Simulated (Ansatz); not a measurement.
Isolated molecules relaxed with PBE0-D4/def2-TZVP in Ansatz; ΔE leaves out vibrations. CCSD(T)/CBS is the MP2 limit (def2-TZVPP, def2-QZVPP) plus CCSD(T) − MP2 in def2-TZVPP, frozen cores. DFT in def2-TZVPP. One conformer a species, not always the lowest.

Consider the isomerisation: `C=CC(=N)F` → `N=C=CCF`.

```json
{"level": "PBE-D4", "ΔE (kJ/mol)": "77.9"}
{"level": "revPBE-D4", "ΔE (kJ/mol)": "78.9"}
{"level": "r2SCAN-D4", "ΔE (kJ/mol)": "82.4"}
{"level": "r2SCAN0-D4", "ΔE (kJ/mol)": "83.3"}
{"level": "PBE-QIDH", "ΔE (kJ/mol)": "83.9"}
{"level": "HF/def2-SVP", "ΔE (kJ/mol)": "90.9"}
{"level": "CCSD(T)/def2-SVP", "ΔE (kJ/mol)": "95.0"}
{"level": "CCSD/def2-TZVPP", "ΔE (kJ/mol)": "87.2"}
```

Q: What does CCSD(T)/CBS give? (Best estimate.)

A: Ansatz gave: +88.7 kJ/mol. The listed levels differ from it by -10.8, -9.8, -6.3, -5.4, -4.8, 2.2, 6.3, -1.5 kJ/mol.

Largest T1 diagnostic among the species: 0.013.

Leaving LDA and LC-ωPBE aside and taking each functional with its dispersion term where it has one, the values, not all of them listed here, spread over 6.4 kJ/mol, from PBE-D4 to B97M-V. LDA lies +3.3 kJ/mol from PBE without D4. At CCSD(T), def2-SVP lies +6.2 kJ/mol from the extrapolated value and def2-TZVPP +0.1 kJ/mol. From BLYP to BHLYP (50 % exact exchange), in def2-TZVPP and without D4, ΔE moves by +6.6 kJ/mol.
